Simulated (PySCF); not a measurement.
Cost against result

Saddle point of BSiNH$_{8}$, singlet (BNH₄ ([BH2][NH2]) + SiH₄ → BSiH₅ ([BH2][SiH3]) + NH₃ (still joined by a long B–N bond); bonds formed: B1–Si6, N2–H5; bonds broken: H5–Si6; bonds weakened to dative contacts: B1–N2), PBE0-D4/def2-TZVP structure:

B1  (-0.749, -0.330, -0.232)
N2  (-0.998, 1.142, -0.717)
H3  (-0.611, -1.131, -1.117)
H4  (-1.387, -0.653, 0.733)
H5  (0.145, 0.706, -0.125)
Si6  (1.242, -0.550, 0.667)
H7  (-1.647, 1.707, -0.196)
H8  (-1.015, 1.316, -1.708)
H9  (2.437, -0.381, -0.210)
H10  (1.515, 0.169, 1.945)
H11  (1.069, -1.995, 0.961)
(Å)

Barriers are electronic and count from the start structure reached by relaxing down the imaginary mode.

Computed with PySCF 2.14 with density fitting (its default auxiliary sets; JK sets also for MP2 and CCSD(T)) (basis: as named in each row); correlated methods freeze the cores. B3LYP uses VWN-RPA correlation. Extrapolation: Hartree–Fock as exp(−7.88 √X), correlation as X^−2.97.

Times are rough, for one single point on 4 threads of a shared host (Arm Neoverse V2).

The estimate by CCSD(T) at an estimated basis limit (MP2 extrapolated from triple and quadruple zeta, plus CCSD(T) − MP2 in triple zeta) is 2.088 eV.

| method | basis | time (s) | barrier (eV) | method less estimate |
| --- | --- | --- | --- | --- |
| HF | STO-3G | under 1 | 3.442 | 1.354 |
| B3LYP-D4 | 6-31G | 2 | 2.232 | 0.143 |
| PBE0-D4 | def2-SVP | 4 | 1.780 | -0.308 |
| PBE-D4 | def2-SVP | 4 | 1.607 | -0.481 |
| MP2 | def2-QZVPP | 5 | 2.037 | -0.051 |
| SPW92 | def2-TZVPP | 9 | 1.234 | -0.854 |
| PBE0-D4 | def2-TZVPP | 11 | 1.782 | -0.307 |
| B3LYP-D4 | def2-TZVPP | 11 | 2.125 | 0.037 |
| PBE-D4 | def2-TZVPP | 12 | 1.622 | -0.467 |
| BHLYP-D4 | def2-TZVPP | 12 | 2.345 | 0.256 |
| CCSD(T) | def2-SVP | 23 | 2.325 | 0.237 |
| r2SCAN-D4 | def2-TZVPP | 30 | 1.822 | -0.266 |
| wB97M-V | def2-TZVPP | 180 | 2.088 | 0.000 |
| CCSD(T) | def2-TZVPP | 390 | 2.156 | 0.068 |

All methods are single points on the PBE0-D4 structures.

No T1 diagnostic of these runs exceeds 0.013.

Labels in which every atom is bracketed show which atoms are joined, not bond orders.
